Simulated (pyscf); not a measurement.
H₂N–SiH₂–NH–SiH₃ + H atom (H•) -> •H₂Si–NH–SiH₃ + ammonia (NH₃), a substitution at N (doublet surface; N–Si broken, H–N formed). PySCF, gas phase, ωB97X-D3(BJ)/def2-SVP geometries. Energies in kJ/mol from the separated reactants.

Small-basis levels: PySCF, no dispersion term, spherical d functions. Open shells are spin-unrestricted. 

Problem. Quick SVWN5/6-31G* single points give ΔE‡ = -0.9 kJ/mol and ΔE = -13.5 kJ/mol. What does ωB97M-D3(BJ)/def2-TZVP give, and how far is the quick result from it?

Solution. ωB97M-D3(BJ)/def2-TZVP gives ΔE‡ = 75.8 kJ/mol and ΔE = -5.5 kJ/mol. SVWN5/6-31G* lies 76.8 kJ/mol under it in the barrier and 8.0 kJ/mol under it in the reaction energy, so on this step it does not hold to within 12.6 kJ/mol. At SVWN5/6-31G* this geometry lies under one side, so its ΔE‡ may be no barrier of that level. ωB97M-D3(BJ)/def2-TZVP has limits of its own. On the product side the descent ends in a complex (not fully relaxed), 28.1 kJ/mol under the separated species and 118.3 kJ/mol under the saddle at ωB97X-D3(BJ)/def2-TZVP. At ωB97X-D3(BJ) the barrier from the zero used here is 86.2 kJ/mol. Abstraction by the radical was not located in this set and often lies lower. This is the saddle that the search found; another between the same sides may lie lower. The angle at the attacked N is 130°.
